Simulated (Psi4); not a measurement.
# C2H3F+ (SMILES [CH2][CH+]F), step by step, part 2 of 2

Psi4 1.11.

### 3 The harmonic vibrations at UBLYP-D3(BJ)/6-31G (density fitting) (run 2)

Contents of c2h3f.py:

```python
import psi4

psi4.set_memory(1600000000)
psi4.set_num_threads(1)
psi4.set_output_file('psi4.out', False)

m = psi4.geometry("""
1 2
C     -0.448426     0.268957    -0.515758
C      0.568680    -0.148845     0.380961
F      0.729901    -1.465067     0.593862
H     -1.086740    -0.465073    -1.020986
H     -0.597371     1.337334    -0.703595
H      1.260274     0.491211     0.938050
symmetry c1
""")

options = {'basis': '6-31G', 'reference': 'uks', 't': 400.0, 'rotational_symmetry_number': 1}
psi4.set_options(options)

energy_value, wavefunction = psi4.frequency('blyp-d3bj2b', return_wfn=True)
print(f'blyp-d3bj2b energy: {energy_value:.10f} Eh')
print('wavenumbers / cm^-1:', wavefunction.frequencies().np.round(1))
for k in ('ZPVE', 'ENTHALPY', 'GIBBS FREE ENERGY'):
    print(f'{k}: {psi4.variable(k):.8f} Eh')
```

Run with:

```sh
$ python c2h3f.py
```

psi4.out (excerpt; [...] marks lines left out):

```text
[...]
  Running in c1 symmetry.
[...]
  Nuclear repulsion =   65.953289115321496
[...]
  Multiplicity = 2
[...]
  Nalpha       = 12
  Nbeta        = 11
[...]
    Number of basis functions: 33
[...]
   @DF-UKS iter   1:  -177.30574537131554   -2.30137e-02   1.07772e-02 ADIIS/DIIS
[...]
   @DF-UKS iter  12:  -177.37823766757663   -4.83169e-13   2.85538e-09 DIIS
[...]
   @S^2 Observed:                7.512127662E-01
[...]
  @DF-UKS Final Energy:  -177.37823766757663
   => Energetics <=
    Nuclear Repulsion Energy =             65.9588622275782797
    One-Electron Energy =                -366.3450329829792054
    Two-Electron Energy =                 144.9675122041589646
    DFT Exchange-Correlation Energy =     -21.9544426577034208
    Empirical Dispersion Energy =          -0.0051364586312368
    VV10 Nonlocal Energy =                  0.0000000000000000
    Total Energy =                       -177.3782376675766272
[...]
  -Total Gradient:
     Atom            X                  Y                   Z
    ------   -----------------  -----------------  -----------------
       1        0.000164583460     0.000121851105    -0.000159535270
       2        0.000288043999     0.000450509306     0.000459707007
       3        0.000017737227    -0.000114083878    -0.000019663971
       4       -0.000018437947    -0.000070472758     0.000064867693
       5        0.000048578611    -0.000218394973     0.000149938551
       6       -0.000377902432    -0.000322579280    -0.000382293068
[...]
  ==> Harmonic Vibrational Analysis <==
[...]
  Freq [cm^-1]                 369.0041            461.0989            838.9577
[...]
  IR activ [km/mol]             2.6551             14.2640             30.9423
[...]
  Freq [cm^-1]                 949.2347            999.8703           1189.3679
[...]
  IR activ [km/mol]            17.6300             16.0062             52.6447
[...]
  Freq [cm^-1]                1260.0216           1408.4434           1484.9965
[...]
  IR activ [km/mol]            21.1778              0.8523             39.8183
[...]
  Freq [cm^-1]                3092.4463           3158.4032           3212.2421
[...]
  IR activ [km/mol]            48.7616             15.5945             39.4020
[...]
  Total E_0, Enthalpy at 0 [K]                                                         -177.33626545 [Eh]
[...]
  Total H, Enthalpy at  400.00 [K]                                                     -177.32941301 [Eh]
[...]
```

On the terminal:

```text
Warning: used thermodynamics relations inappropriate for low-frequency modes: ['369.0041' '461.0989']
blyp-d3bj2b energy: -177.3782386071 Eh
wavenumbers / cm^-1: [ 369.   461.1  839.   949.2  999.9 1189.4 1260.  1408.4 1485.  3092.4
 3158.4 3212.2]
ZPVE: 0.04197316 Eh
ENTHALPY: -177.32941301 Eh
GIBBS FREE ENERGY: -177.37204878 Eh
```

Wall time 83 s (1 thread of Intel Xeon 6975P-C (Granite Rapids), shared host); peak memory 0.34 GiB.

### 4 A single-point energy at UCCSD(T)/cc-pVDZ (run 3)

Contents of calc.in:

```
memory 1600 MB

molecule {
  1 2
  C     -0.84740233     0.50825507    -0.97464137
  C      1.07464945    -0.28127629     0.71991195
  F      1.37931299    -2.76857538     1.12223654
  H     -2.05364097    -0.87886060    -1.92938392
  H     -1.12886758     2.52719500    -1.32960185
  H      2.38157270     0.92825426     1.77265759
  units au
  symmetry c1
}

set basis cc-pVDZ
set reference uhf
set scf_type pk
set freeze_core true

E, wfn = energy('ccsd(t)', return_wfn=True)
```

Run with:

```sh
$ psi4 -i calc.in -o calc.out -n 1
```

calc.out (excerpt; [...] marks lines left out):

```text
[...]
  Running in c1 symmetry.
[...]
  Nuclear repulsion =   65.953289182698597
[...]
  Multiplicity = 2
[...]
  Nalpha       = 12
  Nbeta        = 11
[...]
    Number of basis functions: 57
[...]
   @UHF iter   1:  -176.49968642385994   -4.94830e-01   5.65052e-03 ADIIS/DIIS
[...]
   @UHF iter  15:  -176.56485653302434   -1.50919e-11   6.99920e-09 DIIS
[...]
   @S^2 Observed:                7.549766378E-01
[...]
    Orbital Energies [Eh]
    ---------------------
    Alpha Occupied:
       1A    -26.612526     2A    -11.701820     3A    -11.602490
       4A     -1.920603     5A     -1.376973     6A     -1.143012
       7A     -1.027713     8A     -0.980533     9A     -0.979804
      10A     -0.881339    11A     -0.860804    12A     -0.724836
    Alpha Virtual:
      13A     -0.185281    14A     -0.026542    15A     -0.011508
      16A      0.016248    17A      0.074780    18A      0.167765
      19A      0.325855    20A      0.360287    21A      0.394161
      22A      0.406601    23A      0.459923    24A      0.460248
      25A      0.591800    26A      0.607312    27A      0.683661
[...]
  @UHF Final Energy:  -176.56485653302434
   => Energetics <=
    Nuclear Repulsion Energy =             65.9532891826985974
    One-Electron Energy =                -366.3512644275530761
    Two-Electron Energy =                 123.8331187118301244
    Total Energy =                       -176.5648565330243400
  UHF NO Occupations:
  HONO-2 :   10  A 1.9994994
  HONO-1 :   11  A 1.9988003
[...]
 Multipole Moments:
 ------------------------------------------------------------------------------------
     Multipole            Electronic (a.u.)      Nuclear  (a.u.)        Total (a.u.)
 ------------------------------------------------------------------------------------
 L = 1.  Multiply by 2.5417464519 to convert [e a0] to [Debye]
 Dipole X            :          1.1890961           -1.6903161           -0.5012200
 Dipole Y            :         -2.0022108            3.6763472            1.6741364
 Dipole Z            :          1.1331983           -1.6578907           -0.5246924
 Magnitude           :                                                    1.8246250
[...]
      * MP2 total energy                      = -176.977965978337920
[...]
      * CCSD total energy                     = -177.008714834223639
[...]
      * CCSD(T) total energy                     = -177.020452107916185
[...]
```

Wall time 11 s (1 thread of Intel Xeon 6975P-C (Granite Rapids), shared host); peak memory 0.28 GiB.

### 5 Results

What follows sums up all 2 parts.

| quantity | value |
| --- | --- |
| run 1, UBLYP-D3(BJ)/6-31G: total energy at the end | -177.37824 Eh |
| run 1, UBLYP-D3(BJ)/6-31G: HOMO energy (highest over α and β) | -15.01 eV |
| run 1, UBLYP-D3(BJ)/6-31G: LUMO energy (lowest over α and β) | -13.72 eV |
| run 1, UBLYP-D3(BJ)/6-31G: dispersion energy | -13.48 kJ/mol |
| run 1, UBLYP-D3(BJ)/6-31G: ⟨S²⟩ | 0.751 |
| run 2, UBLYP-D3(BJ)/6-31G: lowest harmonic wavenumber | 369 cm⁻¹ |
| run 2, UBLYP-D3(BJ)/6-31G: highest harmonic wavenumber | 3212 cm⁻¹ |
| run 2, UBLYP-D3(BJ)/6-31G: zero-point energy | 110.2 kJ/mol |
| run 2, UBLYP-D3(BJ)/6-31G: ideal-gas entropy at 400 K (symmetry number 1 as used) | 66.9 cal/(mol K) |
| run 3, UCCSD(T)/cc-pVDZ: total energy | -177.02045 Eh |
| run 3, UCCSD(T)/cc-pVDZ: HOMO energy (Hartree–Fock orbitals) (highest over α and β) | -19.72 eV |
| run 3, UCCSD(T)/cc-pVDZ: LUMO energy (Hartree–Fock orbitals) (lowest over α and β) | -7.57 eV |
| run 3, UCCSD(T)/cc-pVDZ: correlation energy (3 core orbitals frozen) | -455.6 mEh |
| run 3, UCCSD(T)/cc-pVDZ: (T) correction | -11.74 mEh |
| run 3, UCCSD(T)/cc-pVDZ: ⟨S²⟩ of the reference determinant | 0.755 |
| run 3, UCCSD(T)/cc-pVDZ: T1 diagnostic | 0.032 |

**Reading.** The optimisation (run 1, UBLYP-D3(BJ)/6-31G) took 8 steps and changed the energy by -0.280 eV. All 12 modes (run 2, UBLYP-D3(BJ)/6-31G) are real, so the shape is a minimum at this level. The triples (run 3, UCCSD(T)/cc-pVDZ) make up 2.6 % of the correlation energy.
